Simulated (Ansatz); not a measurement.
# C2H6S2: the cost of one run

Method: RKS BLYP-D4/cc-pVDZ, in Ansatz 0.2.0.

1 further run of the same task is left out (it didn't finish).

### 1 The system as given

Bond lengths: C1–S2 1.755 Å, S2–S3 2.042 Å, S3–C4 1.795 Å, C1–H5 1.090 Å, C1–H6 1.119 Å, C1–H7 1.138 Å, C4–H8 1.083 Å, C4–H9 1.136 Å, C4–H10 1.022 Å. Angles: C1–S2–S3 100.1°, S2–C1–H5 114.8°, S2–C1–H6 112.9°, S2–C1–H7 108.4°, H5–C1–H6 110.8°, H5–C1–H7 106.0°, H6–C1–H7 103.0°, S2–S3–C4 102.6°, S3–C4–H8 109.4°, S3–C4–H9 105.2°, S3–C4–H10 114.4°, H8–C4–H9 105.1°, H8–C4–H10 110.2°, H9–C4–H10 112.0°.

As a file:

```xyz
10

C    -0.9952    1.4437   -0.3005
S     0.7524    1.3735   -0.1560
S     0.9364   -0.1172    1.2281
C     0.9579   -1.5959    0.2109
H    -1.4573    0.5394   -0.6971
H    -1.4984    1.7639    0.6462
H    -1.2624    2.2769   -1.0278
H     1.0391   -2.4694    0.8465
H    -0.0806   -1.6574   -0.2458
H     1.6912   -1.6088   -0.5015
```

### 2 Relaxing end A

input.yaml

```yaml
crystal:
  periodic: [false, false, false]
  atoms:
    - { symbol: C, position_ang: [-0.9952, 1.4437, -0.3005] }
    - { symbol: S, position_ang: [0.7524, 1.3735, -0.156] }
    - { symbol: S, position_ang: [0.9364, -0.1172, 1.2281] }
    - { symbol: C, position_ang: [0.9579, -1.5959, 0.2109] }
    - { symbol: H, position_ang: [-1.4573, 0.5394, -0.6971] }
    - { symbol: H, position_ang: [-1.4984, 1.7639, 0.6462] }
    - { symbol: H, position_ang: [-1.2624, 2.2769, -1.0278] }
    - { symbol: H, position_ang: [1.0391, -2.4694, 0.8465] }
    - { symbol: H, position_ang: [-0.0806, -1.6574, -0.2458] }
    - { symbol: H, position_ang: [1.6912, -1.6088, -0.5015] }
basis:
  gaussian: { orbitals: cc-pVDZ }
hamiltonian:
  xc: blyp
  dispersion: d4
relax:
  f_tol: 0.02
  max_steps: 50
```

Launch:

```sh
> ansatz run input.yaml --threads 2 --pin off --max-ram 3072MiB --backend cpu --events-out ev --progress --plain --runs-dir out
```

**Question.** How long does this run take on 2 threads of AMD EPYC 9R45 (Zen 5), shared host, and how much memory does it need?

About 4.1 s, with a peak of 0.16 GiB.
